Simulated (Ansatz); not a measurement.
```yaml
crystal:
  periodic: [false, false, false]
  atoms:
    - {symbol: Cr, position_ang: [0.000000, 0.000000, 0.000000]}
    - {symbol: C, position_ang: [0.000000, 0.000000, 2.150000]}
basis:
  gaussian: {orbitals: def2-TZVP}
total_charge: 1
magnetization: {spin_polarized: true, initial_magnetization: 3}
hamiltonian: {xc: pbe0}
relax: {f_tol: 0.004, max_steps: 80}
```

```sh
$ ansatz run in.yaml --threads 1 --pin off --events-out ev --progress --plain --max-ram 2176MiB
```

Steps of the relaxation (energy above the last step; positions in Å, forces in eV/Å):

```
2
step 1, 470.6 meV
Cr    0.000    0.000    0.000    0.000    0.000    1.426
C     0.000    0.000    2.150    0.000    0.000   -1.426
```

```
2
step 2, 295.5 meV
Cr    0.000    0.000    0.065    0.000    0.000    1.223
C     0.000    0.000    2.085    0.000    0.000   -1.223
```

```
2
step 3, 2.7 meV
Cr    0.000    0.000    0.260    0.000    0.000   -0.307
C     0.000    0.000    1.890    0.000    0.000    0.307
```

```
2
step 6, 0.0 meV
Cr    0.000    0.000    0.251    0.000    0.000    0.008
C     0.000    0.000    1.899    0.000    0.000   -0.008
```

```
2
step 7, 0.0 meV
Cr    0.000    0.000    0.251    0.000    0.000    0.000
C     0.000    0.000    1.899    0.000    0.000    0.000
```

Close pairs at the end: Cr1–C2 1.648 Å.

A stationary point of unrestricted PBE0 after 7 steps, with ⟨S²⟩ = 4.464 against 3.75 for a pure state. 99 s on 1 thread of Arm Neoverse V1, shared host.
